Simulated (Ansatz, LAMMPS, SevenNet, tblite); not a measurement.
**Ladder of methods for the elastic constant C11 of zinc-blende ZnS**

Reference value: 98.1 GPa (measured, temperature not stated, no zero-point or thermal correction, our sources range from 98.1 to 104; as tabulated in Oses et al. (2018), arXiv:1811.08464).

```
level (code)                                 value (GPa)  cell (Å³/atom)  difference (%)
-------------------------------------------  -----------  --------------  --------------
ionic model hamad2002 (shell model, LAMMPS)          105           19.84            +7.0
GFN2-xTB (tblite)                                   70.5           20.85             -28
SevenNet-l3i5                                       93.6           20.24            -4.6
LDA (Ansatz)                                         117           18.57           +19.3
PBE (Ansatz)                                        96.9           20.16            -1.2
r²SCAN (Ansatz)                                      108           19.56           +10.1
B3LYP (VWN-RPA form) (Ansatz)                       97.8           20.74            -0.3
```

The reference's temperature isn't stated, so close values are not ranked against it. Off by more than 25 %, or 35 % on the side where a correction would as a rule narrow the miss (bounds picked here): GFN2-xTB (-28 %).

The reference isn't brought to a static lattice, while the calculations are for one, so the differences are not the levels' errors alone. A static lattice is as a rule stiffer than a warm one, by over a tenth in soft solids.  GFN2-xTB: the method was fitted mainly to molecules. GFN2-xTB: the run uses a supercell at the zone centre in place of a k mesh. Each level is taken at its own relaxed cell. Cutoffs and k meshes differ between the levels. Ansatz's density-functional and Hartree–Fock values are scalar-relativistic unless marked +SOC, with PAW data made under PBE.

Empirical potentials (ionic model hamad2002) are fitted to chosen data: where that held the value shown, agreement is built in, and what lay outside the fit can be far off. Machine-learned potentials (SevenNet-l3i5) are trained on DFT data: a solid inside that data is no test of them.

Differences are worked out from the printed values.

Ansatz is an electronic-structure program.
